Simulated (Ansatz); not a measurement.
# SiPF (triplet): the correlation ladder at a displaced geometry (v1), cc-pVDZ

How much of the correlation energy of SiPF (triplet) does each wave-function method recover here?

Method: cc-pVDZ, core rule «outside noble gas», up to 11 orbitals frozen; program: Ansatz 0.2.0, Gaussian basis.

Plan: UHF; CCSD(T) on ROHF; CCSD(T) on UHF; BCCD(T) on ROHF; CISD; CCSDT(Q) on ROHF; CCSDT(Q) on UHF.

31 further runs of the same task are left out: 11 for a known fault of the program, 8 that didn't finish, 12 set aside as unsound or not needed.

## (1) The system

The geometry is a PBE0/def2-TZVP stationary point (not a proven minimum) with its atoms shifted at random (size 0.040 Å).

3 atoms, charge 0, spin multiplicity 3.

Atoms are counted from 1 here; the program's logs count them from 0.

Bond lengths: F1–P2 1.606 Å, P2–Si3 2.238 Å. Angles: F1–P2–Si3 108.9°.

## (2) UHF

Contents of in.yaml:

```yaml
crystal:
  periodic: [false, false, false]
  atoms:
    - {symbol: F, position_ang: [-0.016627, -0.683432, 1.514120]}
    - {symbol: P, position_ang: [-0.017460, 0.575119, 0.516116]}
    - {symbol: Si, position_ang: [0.030504, -0.171957, -1.593417]}
basis:
  gaussian: {orbitals: cc-pVDZ}
magnetization: {spin_polarized: true, initial_magnetization: 2}
hamiltonian: {xc: hf}
output: {orbitals: {seedname: orbitals}}
```

On the command line:

```sh
$ ansatz run in.yaml --threads 1 --pin off --events-out ev --progress --plain --max-ram 2393MiB
```

The runs that follow: CCSD(T) on ROHF; CCSD(T) on UHF; BCCD(T) on ROHF; CISD; CCSDT(Q) on ROHF; CCSDT(Q) on UHF.

Q: Predict the results of all the runs planned. Wanted: UCCSDT(Q) below the RHF energy; RMP2 from UCCSDT(Q); UMP2 from UCCSDT(Q); RCCSD from UCCSDT(Q); RCCSD(T) from UCCSDT(Q); UCCSD(T) from UCCSDT(Q); RCCSDT(Q) from UCCSDT(Q); T1 diagnostic.

As calculated:

| quantity | value |
| --- | --- |
| UCCSDT(Q) below the RHF energy | -10.6464 eV |
| RMP2 from UCCSDT(Q) | +120.0 kJ/mol |
| UMP2 from UCCSDT(Q) | +125.4 kJ/mol |
| RCCSD from UCCSDT(Q) | +35.4 kJ/mol |
| RCCSD(T) from UCCSDT(Q) | +7.0 kJ/mol |
| UCCSD(T) from UCCSDT(Q) | +7.2 kJ/mol |
| RCCSDT(Q) from UCCSDT(Q) | +0.4 kJ/mol |
| levels within 1 kcal/mol (43 meV) | RCCSDT, UCCSDT, RCCSDT(Q) |
| T1 diagnostic | 0.027 |

In words: RCCSD(T) misses by +7.0 kJ/mol, 0.7 % of the correlation energy. These misses are within one basis, not against nature; the frozen cores of restricted and unrestricted runs differ, which can shift their rows.
